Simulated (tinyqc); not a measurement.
Inside a calculation. Method: RKS/BP86 in the sto-3g basis, for HF, spin multiplicity 1. One step of it, computed by the program tinyqc.

Question. Iteration 2: building the Kohn-Sham matrix. J_ij = sum D_kl (ij|kl); F = H + J + V_xc; E = tr D H + tr D J / 2 + E_xc + E_nn.

D after iteration 1:
```
            1F 1s      1F 2s    1F 2px    1F 2py     1F 2pz      2H 1s
1F 1s    2.121923  -0.516345  0.000000  0.000000  -0.023048   0.067610
1F 2s   -0.516345   2.193384  0.000000  0.000000   0.079243  -0.399321
1F 2px   0.000000   0.000000  2.000000  0.000000   0.000000   0.000000
1F 2py   0.000000   0.000000  0.000000  2.000000   0.000000   0.000000
1F 2pz  -0.023048   0.079243  0.000000  0.000000   0.038363   0.243890
2H 1s    0.067610  -0.399321  0.000000  0.000000   0.243890   1.952363
```

core Hamiltonian H = T + V (hartree):
```
             1F 1s       1F 2s     1F 2px     1F 2py     1F 2pz      2H 1s
1F 1s   -40.389199   -9.476341   0.000000   0.000000  -0.005997  -0.568735
1F 2s    -9.476341  -10.867375   0.000000   0.000000  -0.074986  -1.457030
1F 2px    0.000000    0.000000  -8.553814   0.000000   0.000000   0.000000
1F 2py    0.000000    0.000000   0.000000  -8.553814   0.000000   0.000000
1F 2pz   -0.005997   -0.074986   0.000000   0.000000  -8.587202  -1.090605
2H 1s    -0.568735   -1.457030   0.000000   0.000000  -1.090605  -3.728130
```

Two-electron integrals (ij|kl) in chemists' order, unique and non-zero (hartree):
```
(11|11) 5.403501   (21|11) 0.841920   (21|21) 0.156299   (22|11) 1.268028
(22|21) 0.292344   (22|22) 0.926167   (31|31) 0.027998   (32|31) 0.043169
(32|32) 0.204588   (33|11) 1.264502   (33|21) 0.292403   (33|22) 0.925959
(33|33) 0.997514   (41|41) 0.027998   (42|41) 0.043169   (42|42) 0.204588
(43|43) 0.053770   (44|11) 1.264502   (44|21) 0.292403   (44|22) 0.925959
(44|33) 0.889973   (44|44) 0.997514   (51|51) 0.027998   (52|51) 0.043169
(52|52) 0.204588   (53|53) 0.053770   (54|54) 0.053770   (55|11) 1.264502
(55|21) 0.292403   (55|22) 0.925959   (55|33) 0.889973   (55|44) 0.889973
(55|55) 0.997514   (61|11) 0.050679   (61|21) 0.009336   (61|22) 0.017377
(61|33) 0.017355   (61|44) 0.017355   (61|51) 0.000349   (61|52) 0.000663
(61|55) 0.017424   (61|61) 0.000562   (62|11) 0.148451   (62|21) 0.034772
(62|22) 0.125578   (62|33) 0.123733   (62|44) 0.123733   (62|51) 0.002300
(62|52) 0.019313   (62|55) 0.129139   (62|61) 0.002107   (62|62) 0.022384
(63|31) 0.003391   (63|32) 0.021084   (63|53) 0.003905   (63|63) 0.003121
(64|41) 0.003391   (64|42) 0.021084   (64|54) 0.003905   (64|64) 0.003121
(65|11) 0.109928   (65|21) 0.026055   (65|22) 0.100970   (65|33) 0.096967
(65|44) 0.096967   (65|51) 0.004838   (65|52) 0.035223   (65|55) 0.108861
(65|61) 0.001630   (65|62) 0.022226   (65|65) 0.025089   (66|11) 0.362337
(66|21) 0.086198   (66|22) 0.359872   (66|33) 0.350642   (66|44) 0.350642
(66|51) 0.005766   (66|52) 0.069678   (66|55) 0.378142   (66|61) 0.005228
(66|62) 0.089184   (66|65) 0.104427   (66|66) 0.774606
```

nuclear repulsion = 3.27776662 hartree

V_xc (hartree):
```
            1F 1s      1F 2s     1F 2px     1F 2py     1F 2pz      2H 1s
1F 1s   -3.387994  -0.464346   0.000000   0.000000  -0.001316  -0.028270
1F 2s   -0.464346  -0.868990   0.000000   0.000000  -0.017592  -0.107705
1F 2px   0.000000   0.000000  -0.898735   0.000000   0.000000   0.000000
1F 2py   0.000000   0.000000   0.000000  -0.898735   0.000000   0.000000
1F 2pz  -0.001316  -0.017592   0.000000   0.000000  -0.780401  -0.086228
2H 1s   -0.028270  -0.107705   0.000000   0.000000  -0.086228  -0.524956
```

E_xc = sum of w rho eps_xc = -10.30532524 hartree

Give: Coulomb J; Kohn-Sham matrix F; total energy of this density.

Answer.

Coulomb J (hartree):
```
          1F 1s   1F 2s  1F 2px  1F 2py  1F 2pz   2H 1s
1F 1s   19.1335  3.6016  0.0000  0.0000  0.0174  0.2156
1F 2s    3.6016  8.8135  0.0000  0.0000  0.1683  1.2247
1F 2px   0.0000  0.0000  8.8567  0.0000  0.0000  0.0000
1F 2py   0.0000  0.0000  0.0000  8.8567  0.0000  0.0000
1F 2pz   0.0174  0.1683  0.0000  0.0000  8.7009  1.0238
2H 1s    0.2156  1.2247  0.0000  0.0000  1.0238  4.3898
```

Kohn-Sham matrix F (hartree):
```
           1F 1s    1F 2s   1F 2px   1F 2py   1F 2pz    2H 1s
1F 1s   -24.6437  -6.3391   0.0000   0.0000   0.0101  -0.3814
1F 2s    -6.3391  -2.9229   0.0000   0.0000   0.0757  -0.3400
1F 2px    0.0000   0.0000  -0.5958   0.0000   0.0000   0.0000
1F 2py    0.0000   0.0000   0.0000  -0.5958   0.0000   0.0000
1F 2pz    0.0101   0.0757   0.0000   0.0000  -0.6667  -0.1530
2H 1s    -0.3814  -0.3400   0.0000   0.0000  -0.1530   0.1367
```

total energy of this density = -98.001170 hartree
